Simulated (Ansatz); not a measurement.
# H2O: geometry and frequencies at several levels

One table from this session's results is given with a row withheld; the runs are named, their logs left out.

Method: the levels named in each step, in Ansatz 0.2.0.

### Starting point

Bond lengths: O1–H2 0.959 Å, O1–H3 0.959 Å. Angles: H2–O1–H3 107.2°.

As a file:

```xyz
3

O     0.0018    0.0636   -0.0005
H    -0.7859   -0.4838   -0.0011
H     0.7579   -0.5265    0.0092
```

Set-up of the first run:

Contents of input.yaml:

```yaml
crystal:
  periodic: [false, false, false]
  atoms:
    - { symbol: O, position_ang: [0.00178, 0.06365, -0.00051] }
    - { symbol: H, position_ang: [-0.78593, -0.48379, -0.00113] }
    - { symbol: H, position_ang: [0.75791, -0.52653, 0.0092] }
basis:
  gaussian: { orbitals: def2-SVP }
hamiltonian:
  xc: pbe
  dispersion: d4
relax:
  f_tol: 0.03
  max_steps: 200
```

Run with:

```bash
ansatz run input.yaml --threads 2 --pin off --max-ram 5120MiB --backend cpu --events-out ev --progress --plain --runs-dir out
```

Among the steps run: A rough first relaxation, PBE-D4/def2-SVP; Relaxation, PBE0-D4/def2-TZVPP; Relaxation, CCSD(T)/cc-pV(T+d)Z; Frequencies, CCSD(T)/cc-pV(T+d)Z; Relaxation, CCSD(T)/cc-pwCVTZ, all electrons; Relaxation, CCSD(T)/cc-pwCVQZ, all electrons.

One of the session's tables, all rows but one given; the rest of the session is left out.

| level | dipole (D) |
| --- | --- |
| PBE0-D4/def2-TZVPP | ? |
| CCSD(T)/cc-pV(T+d)Z | 1.92 |
| CCSD(T)/cc-pwCVTZ, all electrons | 1.92 |
| CCSD(T)/cc-pwCVQZ, all electrons | 1.90 |

Estimate the missing values for PBE0-D4/def2-TZVPP.

**Answer.** dipole (D): 1.95. In the column «dipole (D)» it is the highest.
